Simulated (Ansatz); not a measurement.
**hcp Mg: quasi-harmonic linear expansion coefficient at 300 K by level of theory**

No measured value is used here.

```tsv
level (code)	value (×10⁻⁶/K)	cell (Å³/atom)
LDA (Ansatz)	26.4	21.61
PBE (Ansatz)	(withheld)	22.95
PBEsol (Ansatz)	26.2	22.51
```

**Question.** Complete the blanks.

**Answer.** 
- PBE (Ansatz, a program for electronic structure), value (×10⁻⁶/K): 27.7

Each level is taken at its own relaxed cell. Ansatz's density-functional and Hartree–Fock values are scalar-relativistic unless marked +SOC, with PAW data made under PBE.
